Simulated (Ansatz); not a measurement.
HOC⁺, singlet: reading a ladder of total energies

Geometry: that of the HOC, doublet, kept fixed.

```
atom   x (Å)    y (Å)    z (Å)
   O  0.0000  -0.1013   0.5002
   C  0.0000   0.0736  -0.7526
   H  0.0000   0.7302   1.0271
```

Basis cc-pVTZ; Ansatz 0.2.0. Correlated methods freeze the noble-gas cores, which leaves 10 electrons in 72 orbitals. R marks a restricted (for open shells ROHF) determinant.

Full CI isn't at hand for all of this; RCCSDT(Q) serves as the reference, and is uncertain by the last step of the cluster series or more.

RCCSD has a T1 diagnostic of 0.024 and a largest doubles amplitude of 0.10.

Runs differ by some tens of microhartree through their thresholds, so steps under 0.03 kcal/mol mean nothing.

| level | total energy (hartree) |
| --- | --- |
| RHF | -112.938487 |
| RMP2 | -113.283138 |
| RCCSD | -113.296560 |
| RCCSD(T) | -113.313645 |
| RCCSDT | -113.314086 |
| RCCSDT(Q) | -113.315193 |

Problem. What is the correlation energy at RCCSDT(Q), and what share of it do RMP2 and RCCSDT recover?

Solution. E(corr) = -113.315193 − (-112.938487) = -0.376706 hartree = -10.251 eV. RMP2: -0.344651 / -0.376706 = 91.49 %. RCCSDT: -0.375599 / -0.376706 = 99.71 %.

Problem. By how many kcal/mol does RCCSD(T) miss RCCSDT(Q) (1 hartree = 627.509 kcal/mol), and which steps make up the rest?

Solution. -113.313645 − (-113.315193) = 0.001548 hartree = 0.97 kcal/mol. Steps: RCCSDT − RCCSD(T) = -0.28, RCCSDT(Q) − RCCSDT = -0.69 kcal/mol. Differences between like states or geometries often cancel part of this.
